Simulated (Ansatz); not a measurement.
Rock-salt MgS, treated with LC-ωPBE (PAW; Ansatz, an electronic-structure program).

Settings: plane-wave cutoff 520 eV, 10×10×10 k mesh, finite displacements, scalar-relativistic PAW data made under PBE.

Cell (relaxed at this level):

```cif
data_Mg4S4
_chemical_formula_sum 'Mg4 S4'
_space_group_name_H-M_alt 'Fm-3m'
_space_group_IT_number 225
_space_group_name_Hall '-F 4 2 3'
_cell_length_a 5.16544
_cell_length_b 5.16544
_cell_length_c 5.16544
_cell_angle_alpha 90.000
_cell_angle_beta 90.000
_cell_angle_gamma 90.000
loop_
_atom_site_label
_atom_site_type_symbol
_atom_site_symmetry_multiplicity
_atom_site_Wyckoff_symbol
_atom_site_fract_x
_atom_site_fract_y
_atom_site_fract_z
_atom_site_occupancy
Mg1 Mg 4 a 0.00000 0.00000 0.00000 1
S1 S 4 b 0.50000 0.50000 0.50000 1
```
(The calculation used a cell of 2 atoms; values per cell refer to that cell.)

Task: What does this level give for the zone-centre TO phonon frequency?

Result: 
- zone-centre TO phonon frequency = 246 cm⁻¹

Measured, for comparison: zone-centre TO phonon frequency 240 cm⁻¹ (temperature not stated, no zero-point or thermal correction; as tabulated in Chmeruk and Núñez-Valdez (2023), arXiv:2212.11645). Computed (rounded) less measured: zone-centre TO phonon frequency +2 %.
